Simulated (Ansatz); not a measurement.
**BN+ (doublet): from Hartree-Fock to the top rungs, cc-pVDZ**

Aim: climb from Hartree-Fock through coupled cluster and multireference methods for BN+ (doublet) at one geometry and basis, and see what each rung misses.

The runs use Ansatz 0.2.0, Gaussian basis; cc-pVDZ, core rule «outside noble gas», up to 2 orbitals frozen.

Plan: UHF; CCSD(T) on ROHF; CCSD(T) on UHF; BCCD(T) on ROHF; CISD; CCSDT(Q) on ROHF; CCSDT(Q) on UHF; CCSDTQ on ROHF; CCSDTQ on UHF; CASSCF and MRCISD+Q, 7 electrons in 8 orbitals; CASSCF and NEVPT2, 7 electrons in 8 orbitals; Full CI.

6 further runs of the same task are left out: 6 set aside as unsound or not needed.

### 1 What is computed

The geometry is a PBE0/def2-TZVP stationary point (not a proven minimum) of the parent state, kept for this charge and spin.

2 atoms, charge 1, spin multiplicity 2.

Atoms are counted from 1 here; the program's logs count them from 0.

Bond lengths: B1–N2 1.315 Å.

### 2 UHF

in.yaml reads:

```yaml
crystal:
  periodic: [false, false, false]
  atoms:
    - {symbol: B, position_ang: [0.000000, 0.000000, 0.000000]}
    - {symbol: N, position_ang: [0.000000, 0.000000, 1.315453]}
basis:
  gaussian: {orbitals: cc-pVDZ}
total_charge: 1
magnetization: {spin_polarized: true, initial_magnetization: 1}
hamiltonian: {xc: hf}
output: {orbitals: {seedname: orbitals}}
```

On the command line:

```
> ansatz run in.yaml --threads 1 --pin off --events-out ev --progress --plain --max-ram 2816MiB --backend cpu
```

Further steps of the session: CCSD(T) on ROHF; CCSD(T) on UHF; BCCD(T) on ROHF; CISD; CCSDT(Q) on ROHF; CCSDT(Q) on UHF; CCSDTQ on ROHF; CCSDTQ on UHF; CASSCF and MRCISD+Q, 7 electrons in 8 orbitals; CASSCF and NEVPT2, 7 electrons in 8 orbitals; Full CI.

**Question.** What will the summary of the whole plan be? Wanted: FCI below the RHF energy; RMP2 from FCI; UMP2 from FCI; RCCSD from FCI; RCCSD(T) from FCI; UCCSD(T) from FCI; RCCSDT(Q) from FCI; UCCSDT(Q) from FCI; NEVPT2 valence from FCI.

**Answer**, as computed:

| quantity | value |
| --- | --- |
| FCI below the RHF energy | -6.3009 eV |
| RMP2 from FCI | +26.65 kcal/mol |
| UMP2 from FCI | +28.86 kcal/mol |
| RCCSD from FCI | +13.97 kcal/mol |
| RCCSD(T) from FCI | +0.98 kcal/mol |
| UCCSD(T) from FCI | +1.45 kcal/mol |
| RCCSDT(Q) from FCI | +0.45 kcal/mol |
| UCCSDT(Q) from FCI | -1.57 kcal/mol |
| NEVPT2 valence from FCI | +11.12 kcal/mol |
| MRCISD+Q valence from FCI | +0.44 kcal/mol |
| levels within 1 kcal/mol (43 meV) | RCCSD(T), RCCSDT, UCCSDT, RCCSDT(Q), RCCSDTQ, UCCSDTQ, MRCISD+Q valence |
| T1 diagnostic | 0.101 |
| effectively unpaired electrons | 1.49 |

**Reading.** RCCSD(T) lands +0.98 kcal/mol from the yardstick (0.7 % of the correlation energy). CCSD(T) misses by +0.98 kcal/mol on the restricted determinant and by +1.45 kcal/mol on the unrestricted one; the two need not hold the same state or core. UCCSDT(Q), UCCSDTQ fall below full CI: unrestricted runs freeze a spin-polarised core, another one than full CI's, and coupled cluster isn't variational. The occupations show some static correlation. Of the multireference levels listed MRCISD+Q valence comes nearest in total energy (+0.44 kcal/mol), which doesn't show that its space is the better one. Coupled cluster took another determinant than the lowest Hartree-Fock one. These misses are within one basis, not against nature; the frozen cores of restricted and unrestricted runs differ, which can shift their rows.
